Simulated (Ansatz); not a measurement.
Molecule: C2F3, net charge 0, doublet state. It need not be the lowest isomer of its formula. 
Geometry from a B3LYP-D3(BJ)/def2-TZVP (Ansatz, an electronic-structure program) optimisation:
```xyz
5

C      0.0109     0.2166     0.9598
C     -0.0002     0.2322    -0.3516
F      0.0055    -0.7962     1.7820
F      0.0075     1.3433    -1.0632
F     -0.0201    -0.8463    -1.1243
```
Charge 0, spin multiplicity 2.

Total electronic energies in hartree. Valence correlation only, unless marked. UHF or UKS for open shells. No spin-orbit coupling. Non-relativistic. CBS marks a two-point X^-3 extrapolation of the correlation energy; Hartree-Fock from the larger set. [CCSD(T)-MP2]/basis is that difference in the basis named.

The UHF reference is spin-contaminated (<S^2> 0.19 over the pure value in the largest basis). 

| level | program | energy (Eh) |
|---|---|---|
| revPBE-D4/def2-TZVPD | Ansatz + dftd4 | -375.65838 |
| B97M-V/def2-TZVPD | Ansatz | -375.65352 |
| B3LYP/def2-TZVPD | Ansatz | -375.76245 |
| PBE0-D3(BJ)/def2-TZVP | Ansatz + dftd3 | -375.39009 |
| PBE0/def2-TZVPD | Ansatz | -375.39041 |
| PBE0/def2-QZVPP | Ansatz | -375.40740 |
| BHLYP-D3(BJ)/def2-TZVPD | Ansatz + dftd3 | -375.60799 |
| r2SCANh/def2-TZVPD | Ansatz | -375.57965 |
| CAM-B3LYP-D4/def2-TZVPD | Ansatz + dftd4 | -375.66059 |
| wB97M-V/def2-TZVPD | Ansatz | -375.66872 |
| B2GP-PLYP/def2-TZVPD | Ansatz | -375.47607 |
| B2PLYP-D3(BJ)/def2-TZVPD | Ansatz + dftd3 | -375.54261 |
| PBE-QIDH/def2-TZVPD | Ansatz | -375.33275 |
| MP2/cc-pVDZ | Ansatz | -374.70670 |
| SCS-MP2/STO-3G | Ansatz | -368.93658 |
| CCSD/6-31G* | Ansatz | -374.66280 |
| CCSD/cc-pVDZ | Ansatz | -374.73501 |
| CCSD(T)/STO-3G | Ansatz | -368.98986 |
| CCSD(T)/6-31G | Ansatz | -374.32950 |
| CCSD(T)/6-31G* | Ansatz | -374.68357 |
| CCSD(T)/cc-pVTZ | Ansatz | -375.12667 |
| RI-MP2/CBS(cc-pVTZ,cc-pVQZ)+[CCSD(T)-MP2]/cc-pVDZ | Ansatz | -375.3015 |
| RI-MP2/CBS(cc-pVTZ,cc-pVQZ)+[CCSD(T)-MP2]/cc-pVTZ | Ansatz | -375.3089 |

Totals of different functionals don't rank their quality; only differences between species are comparable.
